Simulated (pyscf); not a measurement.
## Four-centre exchange: H₂N–SiH: (SMILES N[SiH]) [singlet] + HCl (SMILES Cl) -> H₂N–Si:–Cl (SMILES N[Si]Cl) [singlet] + H₂ (SMILES [H][H])

Gas phase, singlet surface, charge 0. Bonds broken: Si2–H5, Cl6–H7. Bonds formed: Si2–Cl6, H5–H7. Structures and frequencies: ωB97X-D3(BJ)/def2-SVP in PySCF.

Transition state (Å):

```xyz
7

N     -0.2290     0.8994    -0.3890
Si     0.1917    -0.6978    -0.8742
H     -0.9639     1.1788     0.2536
H      0.4576     1.6388    -0.5091
H     -1.3640    -1.2726    -0.6229
Cl     0.0725    -1.8338     1.3852
H     -1.0186    -1.5633     0.2960
```

One imaginary mode, 912i cm⁻¹; descent along it reached the two sides named.

```csv
bond,change,reactant side (Å),saddle,product side
Si2–H5,breaks,1.541,1.677,3.7
Cl6–H7,breaks,1.285,1.565,3.0
Si2–Cl6,forms,3.2,2.532,2.117
H5–H7,forms,2.353,1.024,0.761
```

Electronic energies relative to the separated reactants (kcal/mol):

| level | barrier | reaction energy | reverse barrier |
|---|---|---|---|
| ωB97X-D3(BJ)/def2-TZVP | 5.9 | -31.8 | 37.7 |
| PBE/def2-TZVP | 0.4 | -30.0 | 30.4 |
| r²SCAN/def2-TZVP | 1.4 | -31.5 | 32.9 |
| B3LYP-D3(BJ)/def2-TZVP | 5.2 | -30.4 | 35.6 |
| PBE0-D3(BJ)/def2-TZVP | 2.4 | -29.9 | 32.3 |
| M06-2X/def2-TZVP | 6.2 | -32.2 | 38.4 |
| ωB97M-D3(BJ)/def2-TZVP | 7.0 | -29.8 | 36.9 |
| HF/def2-TZVP | 24.4 | -25.8 | 50.2 |

With ωB97M-D3(BJ)/def2-TZVP energies and thermal terms (ideal gas, 1 atm, RRHO with modes under 100 cm⁻¹ raised to 100, one conformer, R ln 2 for chiral ones without a mode under 150 cm⁻¹), in kcal/mol:

```tsv
T (K)	ΔH‡	ΔG‡	ΔH	ΔG
298	6.2	15.6	-31.0	-29.6
600	6.1	25.1	-30.2	-28.5
900	6.5	34.5	-29.7	-27.7
1200	6.9	43.8	-29.4	-27.1
```

One saddle was located; it need not be the lowest between these sides.
